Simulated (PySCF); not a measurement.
## Bond curve of PO

Set-up: P def2-TZVPP, O def2-TZVPP; no relativity (PySCF 2.14). Energies in eV from P + O in their ground configurations at the same level. State: ²Π (doublet), unpaired electrons π ↑.

| R (Å) | PBE | PBE0 | M06 |
| --- | --- | --- | --- |
| 1.268 | -4.274 | -3.914 | -4.150 |
| 1.327 | -5.496 | -5.064 | -5.292 |
| 1.387 | -6.208 | -5.700 | -5.919 |
| 1.431 | -6.494 | -5.927 | -6.139 |
| 1.475 | -6.619 | -5.992 | -6.197 |
| 1.519 | -6.619 | -5.931 | -6.128 |
| 1.578 | -6.474 | -5.704 | -5.891 |
| 1.652 | -6.131 | -5.259 | -5.433 |
| 1.740 | -5.576 | -4.583 | -4.743 |
| 1.859 | -4.723 | -3.567 | -3.762 |

Q: Put a parabola through the three lowest points of the PBE curve and estimate Re, k and ωe (reduced mass 10.55 u; 1 eV/Å² = 0.16022 mdyn/Å; ωe = 1302.8·√(k/μ) cm⁻¹).

A: Through R = 1.431, 1.475, 1.519 Å the second-order coefficient is 32.3 eV/Å², so Re ≈ 1.497 Å, k ≈ 10.3 mdyn/Å and ωe ≈ 1290 cm⁻¹. A polynomial fit of higher order to the unrounded PBE energies gives Re = 1.497 Å, k = 8.95 mdyn/Å, ωe = 1200 cm⁻¹; anharmonicity and rounding make the difference.

The higher-order fit for each curve: PBE: Re = 1.497 Å, ωe = 1200 cm⁻¹, De = 6.63 eV; PBE0: Re = 1.474 Å, ωe = 1288 cm⁻¹, De = 5.99 eV; M06: Re = 1.471 Å, ωe = 1299 cm⁻¹, De = 6.20 eV.

⟨S²⟩ of the unrestricted solution departs from its pure value on part of the curve, where spin states mix. The state was picked by a PBE0 search and need not be the measured ground state.
